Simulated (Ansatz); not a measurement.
# NO2F (nitryl fluoride): levels of theory compared

Wanted: a comparison of 6 runs (HF/STO-3G, PBE/STO-3G, PBE0/STO-3G, wB97X/STO-3G, MP2/STO-3G, UCCSD(T)/STO-3G) of NO2F (nitryl fluoride). 

Program for the calculation: Ansatz 0.2.0.

58 further runs of the same task are left out: 10 that didn't finish, 48 set aside as unsound or not needed.

### Step 1. The structure to begin with

NO2F: 4 atoms, total charge 0, spin state singlet. SMILES: `O=[N+]([O-])F`. The N2–O1 distance was set to 1.718 Å, away from the relaxed value.

Bond lengths: N2–O3 1.145 Å. A long bond or contact: N2–F4 1.545 Å.

### Step 2. The energy at HF/STO-3G (run 1)

run.yaml

```yaml
basis:
  gaussian:
    orbitals: STO-3G
crystal:
  periodic: [false, false, false]
  atoms:
    - {symbol: O, position_ang: [0.228258, 0.748066, 1.612517]}
    - {symbol: "N", position_ang: [0.109710, -0.098240, 0.122020]}
    - {symbol: O, position_ang: [0.475520, -1.064170, -0.373030]}
    - {symbol: F, position_ang: [-0.773970, 0.696460, -0.864650]}
hamiltonian:
  xc: hf
accuracy: high
```

The run is started by

```
$ ansatz run run.yaml --threads 1 --pin off --max-ram 2610MiB --events-out events.jsonl --progress --plain --runs-dir runs
```

The log of the run:

```text
Warning: RAYON_NUM_THREADS=1 ignored (pool sized by the plan → 1); use --threads N
Functional definition: HF
  name "HF"
  exchange = exact_x
  correlation = 0
364 factors; integrals over basis functions are off by at most 3.8e-8 eV
mean field evaluation 1: about -8127.2125 eV, gradient 6.0e1 eV
mean field evaluation 2: about -8127.3495 eV, gradient 6.0e1 eV
mean field evaluation 4: about -8138.7159 eV, gradient 2.3e1 eV
mean field evaluation 8: about -8141.2115 eV, gradient 3.4e-1 eV
mean field evaluation 16: about -8141.1825 eV, gradient 2.0e-8 eV
mean field evaluation 32: about -8135.7028 eV, gradient 4.7e0 eV
mean field -8141.18248089 eV, -299.1829378809 hartree, gradient 8.9e-8 eV, S^2 0.000000; 0 other end points of the search recorded, 0 dependent functions left out
reference -8141.18248089 eV, -299.1829378809 hartree; 16, 16 occupied and 4, 4 virtual orbitals, 364 factors
Total energy: -8141.18248089 eV, -299.1829378809 hartree
```

Run time: 0.12 s. Hardware: 1 thread of Arm Neoverse V1, shared host.

### Step 3. A single-point energy at PBE/STO-3G (run 2)

molecule.yaml

```yaml
crystal:
  periodic: [false, false, false]
  atoms:
    - symbol: O
      position_ang: [0.228258, 0.748066, 1.612517]
    - symbol: N
      position_ang: [0.109710, -0.098240, 0.122020]
    - symbol: O
      position_ang: [0.475520, -1.064170, -0.373030]
    - symbol: F
      position_ang: [-0.773970, 0.696460, -0.864650]
basis:
  gaussian:
    orbitals: STO-3G
hamiltonian:
  xc: pbe
accuracy: high
```

The run is started by

```
$ ansatz run molecule.yaml --threads 1 --pin off --max-ram 2610MiB --events-out events.jsonl --progress --plain --runs-dir runs
```

The log of the run:

```text
Warning: RAYON_NUM_THREADS=1 ignored (pool sized by the plan → 1); use --threads N
Functional definition: PBE
  name "PBE"
  parameter kappa = 0.804
  parameter beta = 0.06672455060314922
  exchange = pbe_x(kappa = kappa, mu = beta*pi^2/3)
  correlation = pbe_c(beta = beta)
364 factors; integrals over basis functions are off by at most 3.8e-8 eV
mean field evaluation 1: about -8162.4610 eV, gradient 4.5e1 eV
mean field evaluation 2: about -7983.2163 eV, gradient 9.1e1 eV
mean field evaluation 4: about -8116.2440 eV, gradient 8.9e1 eV
mean field evaluation 8: about -8170.5440 eV, gradient 2.7e-1 eV
mean field evaluation 16: about -8170.5444 eV, gradient 1.9e-8 eV
mean field -8170.54441241 eV, -300.2619689620 hartree, gradient 1.9e-8 eV, S^2 0.000000; 0 other end points of the search recorded, 0 dependent functions left out
reference -8170.54441318 eV, -300.2619689904 hartree; 16, 16 occupied and 4, 4 virtual orbitals, 364 factors
Total energy: -8170.54441318 eV, -300.2619689904 hartree
```

It took 1.2 s on 1 thread of Arm Neoverse V1, shared host.

Runs 3 to 5 aren't shown in full; the table further down has their settings and results.

### Step 4. The energy at UCCSD(T)/STO-3G (run 6)

input.yaml

```yaml
crystal:
  periodic: [false, false, false]
  atoms:
    - symbol: O
      position_ang: [0.228258, 0.748066, 1.612517]
    - symbol: N
      position_ang: [0.109710, -0.098240, 0.122020]
    - symbol: O
      position_ang: [0.475520, -1.064170, -0.373030]
    - symbol: F
      position_ang: [-0.773970, 0.696460, -0.864650]
basis:
  gaussian:
    orbitals: STO-3G
magnetization:
  spin_polarized: true
correlation:
  method: ccsd_t
  frozen_orbitals: {F: 1, "N": 1, O: 1}
accuracy: high
scf:
  omitted_lower_state_checks: [cluster_reference, increment]
```

The run is started by

```
$ ansatz run input.yaml --threads 1 --pin off --max-ram 2610MiB --events-out events.jsonl --progress --plain --runs-dir runs
```

The log of the run:

```text
Warning: RAYON_NUM_THREADS=1 ignored (pool sized by the plan → 1); use --threads N
[... 17 lines left out ...]
4 core orbitals not correlated: weight in the atoms' cores, before any rotation towards them, 1.000 or more for the frozen orbitals, at most 0.000 for the correlated occupied ones
[... 60 lines left out ...]
Total energy: -8147.70431921 eV, -299.4226110187 hartree
Checks for a lower state left out: cluster_reference, increment
```

Wall time 1.6 s (1 thread of Arm Neoverse V1, shared host).

### Step 5. Overview of the runs

```
run            level  frozen core orbitals  energy (Eh)  wall time
  1        HF/STO-3G                     –  -299.182938     0.12 s
  2       PBE/STO-3G                     –  -300.261969      1.2 s
  3      PBE0/STO-3G                     –  -300.253014      1.2 s
  4     wB97X/STO-3G                     –  -300.470441      4.8 s
  5       MP2/STO-3G                     4  -299.363728     0.16 s
  6  UCCSD(T)/STO-3G                     4  -299.422611      1.6 s
```

### Step 6. Results

```
                                          quantity          value
                               run 6: total energy  -299.42261 Eh
run 6: correlation energy (4 core orbitals frozen)     -177.9 mEh
                             run 6: (T) correction     -13.83 mEh
          run 6: ⟨S²⟩ of the reference determinant          1.796
                              run 6: T1 diagnostic          0.063
```

In words: Below the HF energy at the same shape and in the same basis (STO-3G): MP2 -180.8 mEh; UCCSD(T) -239.7 mEh. Some of these start from another determinant than that one, so these aren't their correlation energies. Totals of different functionals can't be ranked against each other. In run 5 the log says that unrestricted orbitals would lower the reference, so the values rest on an unstable closed-shell determinant (other closed-shell runs at this shape may share the fault). In runs 1, 2, 3, 4, 5, 6 the basis is minimal, so the values are rough. Spin contamination of the reference: run 6 ⟨S²⟩ = 1.80. Where it is this large, the reference is a mixture of spin states, and values that rest on it are in doubt. All runs together took 9.2 s, the longest 4.8 s.
